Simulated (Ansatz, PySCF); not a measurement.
Barrier CH3Cl2, charge -1 via CH3Cl2, on the benchmark's geometries as Psi4's copy gives them; open shells unrestricted, no zero-point energy, no spin–orbit coupling.
Transition structure (charge -1, multiplicity 1):
```xyz
6

Cl     2.3226    -0.0001     0.0001
C     -0.0001     0.0005    -0.0005
H      0.0001    -0.7443    -0.7676
H     -0.0003    -0.2914     1.0280
H      0.0001     1.0372    -0.2620
Cl    -2.3225    -0.0001     0.0001
```

Cores are frozen in the correlated methods. CBS: X⁻³ extrapolation of the correlation energy, Hartree–Fock from the larger set. MP2 and its Hartree–Fock in aug-cc-pV(Q+d)Z are density fitted. Rows in 6-31G* carry no dispersion term and start afresh at each structure (6-31G* with six Cartesian d functions). MP2/6-31G* freezes PySCF's default core.

The values were computed with Ansatz (an electronic-structure program) with Gaussian orbitals; PySCF for 6-31G* rows. 

Barrier heights (kcal/mol): PBE/def2-TZVPPD 7.16; B3LYP/6-31G* 6.59; B3LYP/def2-TZVPPD 9.19; wB97M-V/def2-TZVPPD 13.43; MP2/6-31G* 15.42; MP2/CBS(aug-cc-pV(T+d)Z, aug-cc-pV(Q+d)Z) + ΔCCSD(T)/aug-cc-pV(T+d)Z 13.31.

Task: With all else equal, by what factor does exp(−ΔE‡/RT) at 298.15 K differ from its value at MP2/CBS(aug-cc-pV(T+d)Z, aug-cc-pV(Q+d)Z) + ΔCCSD(T)/aug-cc-pV(T+d)Z?

Result: 
RT = 0.5925 kcal/mol, so the factor is exp(−(ΔE‡ − 13.31)/RT): PBE/def2-TZVPPD 32000; B3LYP/6-31G* 85000; B3LYP/def2-TZVPPD 1000; wB97M-V/def2-TZVPPD 0.82; MP2/6-31G* 0.028. Each 1.36 kcal/mol is a factor of ten. MP2/CBS(aug-cc-pV(T+d)Z, aug-cc-pV(Q+d)Z) + ΔCCSD(T)/aug-cc-pV(T+d)Z is the comparison, a level with limits of its own.
